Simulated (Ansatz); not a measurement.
System: methylsilylboronic acid, CH7BO2Si (charge 0, singlet). SMILES: C[SiH2]B(O)O
Geometry: optimised at B3LYP-D3(BJ)/def2-TZVP (Ansatz, a first-principles code).

B3LYP/6-31G* beside other levels, property by property. Set-up: 6-31G* and kin with 6d, 5d where marked; each state is the SCF solution reached for its charge and spin; frozen cores in correlated levels; no spin-orbit coupling; 6-311+G** with 5d, 6d on Na to Ar in Ansatz; open shells spin-unrestricted; non-relativistic; no dispersion term unless named. CBS marks a two-point X^-3 extrapolation of the correlation energy; Hartree-Fock from the larger set. The bracket is a focal-point correction in the basis named. Ab initio and DFT rows: single points at B3LYP-D3(BJ) geometries (Ansatz), with unscaled harmonic terms from B3LYP/6-31G* (Ansatz) at its own minima, enthalpies of formation by atomisation with measured atoms. Levels can end on unlike triplets.

Coupled cluster (Ansatz) is a level with limits of its own, used here on species with T1 under 0.025 (0.045 for open shells) and stable references: (a) RI-MP2/CBS(aug-cc-pV(T+d)Z,aug-cc-pV(Q+d)Z)+[CCSD(T)-MP2]/aug-cc-pV(T+d)Z; (b) RI-MP2/CBS(cc-pV(T+d)Z,cc-pV(Q+d)Z)+[CCSD(T)-MP2]/cc-pV(T+d)Z; (c) CCSD(T)/CBS(aug-cc-pV(T+d)Z,aug-cc-pV(Q+d)Z); (d) CCSD(T)/CBS(cc-pV(T+d)Z,cc-pV(Q+d)Z).

```json
[
 {"property": "vertical ionisation energy to the doublet (eV)", "B3LYP/6-31G* (Ansatz)": "9.94", "HF/6-31G* (Ansatz)": "9.69", "B3LYP/6-311+G** (Ansatz)": "10.19", "PBE0/def2-TZVPD (Ansatz)": "10.10", "to compare with": "10.47 coupled cluster (a)"},
 {"property": "B-Si bond dissociation enthalpy at 298 K, to C[SiH2] (CH5Si) + O[B]O (kcal/mol)", "B3LYP/6-31G* (Ansatz)": "86.5", "HF/6-31G* (Ansatz)": "69.3", "B3LYP/6-311+G** (Ansatz)": "83.8", "PBE0/def2-TZVPD (Ansatz)": "85.0", "to compare with": "91.7 coupled cluster (b)"},
 {"property": "C-H bond dissociation enthalpy at 298 K, to [CH2][SiH2]B(O)O + H atom (kcal/mol)", "B3LYP/6-31G* (Ansatz)": "98.4", "HF/6-31G* (Ansatz)": "73.9", "B3LYP/6-311+G** (Ansatz)": "97.6", "PBE0/def2-TZVPD (Ansatz)": "96.4", "to compare with": "100.4 coupled cluster (d)"},
 {"property": "C-Si bond dissociation enthalpy at 298 K, to OB(O)[SiH2] + [CH3] (CH3) (kcal/mol)", "B3LYP/6-31G* (Ansatz)": "78.2", "HF/6-31G* (Ansatz)": "58.4", "B3LYP/6-311+G** (Ansatz)": "76.3", "PBE0/def2-TZVPD (Ansatz)": "79.5", "to compare with": "84.1 coupled cluster (c)"},
 {"property": "B-O bond dissociation enthalpy at 298 K, to C[SiH2][B]O + [OH] (HO) (kcal/mol)", "B3LYP/6-31G* (Ansatz)": "140.8", "HF/6-31G* (Ansatz)": "109.5", "B3LYP/6-311+G** (Ansatz)": "136.9", "PBE0/def2-TZVPD (Ansatz)": "139.1", "to compare with": "145.1 coupled cluster (d)"},
 {"property": "vertical triplet-singlet gap, E(triplet) - E(singlet) (eV)", "B3LYP/6-31G* (Ansatz)": "5.84", "HF/6-31G* (Ansatz)": "5.89", "B3LYP/6-311+G** (Ansatz)": "5.60", "PBE0/def2-TZVPD (Ansatz)": "5.33", "to compare with": "5.78 coupled cluster (a)"},
 {"property": "enthalpy of formation at 298 K (kcal/mol)", "B3LYP/6-31G* (Ansatz)": "-132.5", "HF/6-31G* (Ansatz)": "141.2", "B3LYP/6-311+G** (Ansatz)": "-133.2", "PBE0/def2-TZVPD (Ansatz)": "-142.7", "to compare with": "-152.4 coupled cluster (c)"},
 {"property": "H-Si bond dissociation enthalpy at 298 K, to C[SiH]B(O)O + H atom (kcal/mol)", "B3LYP/6-31G* (Ansatz)": "86.0", "HF/6-31G* (Ansatz)": "68.5", "B3LYP/6-311+G** (Ansatz)": "85.7", "PBE0/def2-TZVPD (Ansatz)": "82.9", "to compare with": "88.7 coupled cluster (d)"}
]
```

As the rows show:
- vertical ionisation energy to the doublet: B3LYP/6-31G* lies 0.53 eV below coupled cluster.
- B-Si bond dissociation enthalpy at 298 K, to C[SiH2] (CH5Si) + O[B]O: B3LYP/6-31G* lies 5.2 kcal/mol below coupled cluster.
- C-H bond dissociation enthalpy at 298 K, to [CH2][SiH2]B(O)O + H atom: B3LYP/6-31G* lies 2.0 kcal/mol below coupled cluster.
- C-Si bond dissociation enthalpy at 298 K, to OB(O)[SiH2] + [CH3] (CH3): B3LYP/6-31G* lies 5.9 kcal/mol below coupled cluster.
- B-O bond dissociation enthalpy at 298 K, to C[SiH2][B]O + [OH] (HO): B3LYP/6-31G* lies 4.3 kcal/mol below coupled cluster.
- vertical triplet-singlet gap, E(triplet) - E(singlet): B3LYP/6-31G* lies 0.06 eV above coupled cluster.
- enthalpy of formation at 298 K: B3LYP/6-31G* lies 19.9 kcal/mol above coupled cluster.
- H-Si bond dissociation enthalpy at 298 K, to C[SiH]B(O)O + H atom: B3LYP/6-31G* lies 2.7 kcal/mol below coupled cluster.

The properties are those with a value to compare with, at most eight drawn at random. No case is left out for the size of its miss. Left out are saddle points of the reference geometry, anions that the best level run finds unbound, excited spin states, species near biochemistry, 298 K rows of species without real B3LYP wavenumbers, cases with under five habitual levels, runs that failed or that the program found above a lower state of the same kind, table entries that another table contradicts, and a share of species set aside by lot.
